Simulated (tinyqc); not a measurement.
Worked calculation: Pariser-Parr-Pople SCF with singles CI, for the molecule O=CC=O (SMILES; centres numbered as the heavy atoms are written). Computed by tinyqc, a small Python program that keeps every step. Settings: charge = 0, gamma = MN, start = huckel, damping = 0, iteration cap = 58, excitations kept = 6. Command: `OMP_NUM_THREADS=1 python tinyqc.py 20113 20114 out.jsonl` (the two numbers bound the seeds that draw the settings). One thread of a shared host (Intel(R) Xeon(R) Processor @ 2.60GHz), about 0.01 s of CPU time with the checks. Later iterations appear only in the table of the cycle.

## PPP integrals

Centres (angstrom, eV; a flat drawing with bonds scaled to 1.40 angstrom):
```
centre         x         y  core charge z         W  gamma_rr
1O       1.84800  -0.12700              1  17.70000  15.20000
2C       0.55900   0.42100              1  11.16000  11.13000
3C      -0.55900  -0.42100              1  11.16000  11.13000
4O      -1.84800   0.12700              1  17.70000  15.20000
```

Resonance integrals (eV):
```
i  j      beta
1  2  -2.51000
2  3  -2.39000
3  4  -2.51000
```

Mataga-Nishimoto: gamma = 14.399645/(R + a), a = 2 x 14.399645/(gamma_rr + gamma_ss); H_rr = -W_r - sum_(s != r) z_s gamma_rs; H_rs = beta for bonds.

repulsion gamma_rs (eV), order 1O, 2C, 3C, 4O:
```
[[15.20000, 5.77271, 4.09235, 3.09532],
 [5.77271, 11.13000, 5.34633, 4.09235],
 [4.09235, 5.34633, 11.13000, 5.77271],
 [3.09532, 4.09235, 5.77271, 15.20000]]
```

core matrix H (eV), order 1O, 2C, 3C, 4O:
```
[[-30.66039, -2.51000, 0.00000, 0.00000],
 [-2.51000, -26.37139, -2.39000, 0.00000],
 [0.00000, -2.39000, -26.37139, -2.51000],
 [0.00000, 0.00000, -2.51000, -30.66039]]
```

## Starting guess

pi electrons, sum of z_r less the charge = 4

Orbitals of the Hueckel matrix of the beta values.

P at the start, order 1O, 2C, 3C, 4O:
```
[[1.00000, 0.90289, 0.00000, -0.42986],
 [0.90289, 1.00000, 0.42986, 0.00000],
 [0.00000, 0.42986, 1.00000, 0.90289],
 [-0.42986, 0.00000, 0.90289, 1.00000]]
```

## Iteration 1: Fock matrix

F_rr = H_rr + P_rr gamma_rr / 2 + sum_(s != r) P_ss gamma_rs; F_rs = H_rs - P_rs gamma_rs / 2; E = tr P (H + F) / 2 + core repulsion sum_(r<s) z_r z_s gamma_rs.

F (eV), order 1O, 2C, 3C, 4O:
```
[[-10.10000, -5.11607, 0.00000, 0.66528],
 [-5.11607, -5.59500, -3.53910, 0.00000],
 [0.00000, -3.53910, -5.59500, -5.11607],
 [0.66528, 0.00000, -5.11607, -10.10000]]
```

pi energy = -61.16075 eV

## Iteration 1: orbitals and new P

Diagonalise F (the basis is taken as orthonormal) and form P = 2 sum c c over the lowest orbitals.

orbital energies (eV): [-14.40269, -13.12904, -4.16613, 0.30785]

P after iteration 1, order 1O, 2C, 3C, 4O:
```
[[1.33877, 0.88053, 0.11904, -0.30940],
 [0.88053, 0.66123, 0.30940, 0.11904],
 [0.11904, 0.30940, 0.66123, 0.88053],
 [-0.30940, 0.11904, 0.88053, 1.33877]]
```

## Iteration 2: Fock matrix

As before.

F (eV), order 1O, 2C, 3C, 4O:
```
[[-9.81873, -5.05153, -0.24357, 0.47885],
 [-5.05153, -5.94944, -3.21708, -0.24357],
 [-0.24357, -3.21708, -5.94944, -5.05153],
 [0.47885, -0.24357, -5.05153, -9.81873]]
```

pi energy = -62.64927 eV

## Iteration 2: orbitals and new P

As before.

orbital energies (eV): [-14.54901, -12.63254, -3.95739, -0.39740]

P after iteration 2, order 1O, 2C, 3C, 4O:
```
[[1.31734, 0.89290, 0.10697, -0.30098],
 [0.89290, 0.68266, 0.30098, 0.10697],
 [0.10697, 0.30098, 0.68266, 0.89290],
 [-0.30098, 0.10697, 0.89290, 1.31734]]
```

## Iteration 3: Fock matrix

As before.

F (eV), order 1O, 2C, 3C, 4O:
```
[[-9.83652, -5.08722, -0.21888, 0.46581],
 [-5.08722, -5.92703, -3.19456, -0.21888],
 [-0.21888, -3.19456, -5.92703, -5.08722],
 [0.46581, -0.21888, -5.08722, -9.83652]]
```

pi energy = -62.66018 eV

## Iteration 3: orbitals and new P

As before.

orbital energies (eV): [-14.55370, -12.68396, -3.93859, -0.35084]

P after iteration 3, order 1O, 2C, 3C, 4O:
```
[[1.31863, 0.89460, 0.10513, -0.29516],
 [0.89460, 0.68137, 0.29516, 0.10513],
 [0.10513, 0.29516, 0.68137, 0.89460],
 [-0.29516, 0.10513, 0.89460, 1.31863]]
```

## Convergence

Stop when output and input P, before any damping, agree to 1e-7.

Course of the cycle:
```
iteration       E (eV)  largest |P(out) - P(in)|
1          -61.1607509                  3.39e-01
2          -62.6492688                  2.14e-02
3          -62.6601828                  5.82e-03
4          -62.6608255                  2.06e-03
5          -62.6609140                  7.82e-04
6          -62.6609265                  2.93e-04
7          -62.6609283                  1.10e-04
8          -62.6609285                  4.12e-05
9          -62.6609285                  1.55e-05
10         -62.6609285                  5.80e-06
11         -62.6609285                  2.18e-06
12         -62.6609285                  8.16e-07
13         -62.6609285                  3.06e-07
14         -62.6609285                  1.15e-07
15         -62.6609285                  4.30e-08
```

Converged in 15 iterations.

## Converged orbitals

Charges are z - P_rr.

orbital energies (eV): [-14.55115, -12.68841, -3.93116, -0.35695]

coefficients, order 1O, 2C, 3C, 4O:
```
[[0.50667, 0.63453, -0.49324, -0.31204],
 [0.49324, 0.31204, 0.50667, 0.63453],
 [0.49324, -0.31204, 0.50667, -0.63453],
 [0.50667, -0.63453, -0.49324, 0.31204]]
```

pi charges: [-0.31869, 0.31869, 0.31869, -0.31869]

## Singles CI, singlets

Over the 4 single excitations with the smallest orbital gaps: A = (e_a - e_i) delta + 2 (ia|jb) - (ij|ab), with (pq|rs) = sum c_mp c_mq gamma_mn c_nr c_ns. f = 2/3 w |mu|^2 in atomic units, mu = sqrt2 sum c_ia sum_m c_mi c_ma R_m.

singlet CI matrix (eV), order 2>3, 1>3, 2>4, 1>4:
```
[[6.49861, 0.00000, 0.00000, 0.51690],
 [0.00000, 7.56630, 0.77985, 0.00000],
 [0.00000, 0.77985, 8.57827, 0.00000],
 [0.51690, 0.00000, 0.00000, 10.35625]]
```

singlet excitation energies (eV): [6.43055, 7.14267, 9.00190, 10.42431]

oscillator strengths: [1.02937, 0.00000, 0.00000, 0.43410]

## Singles CI, triplets

Over the 4 single excitations with the smallest orbital gaps: A = (e_a - e_i) delta - (ij|ab), with (pq|rs) = sum c_mp c_mq gamma_mn c_nr c_ns.

triplet CI matrix (eV), order 2>3, 1>3, 2>4, 1>4:
```
[[1.84264, 0.00000, 0.00000, -2.19726],
 [0.00000, 3.80863, -2.19726, 0.00000],
 [0.00000, -2.19726, 6.21958, 0.00000],
 [-2.19726, 0.00000, 0.00000, 7.54501]]
```

triplet excitation energies (eV): [1.09422, 2.50789, 7.52032, 8.29344]
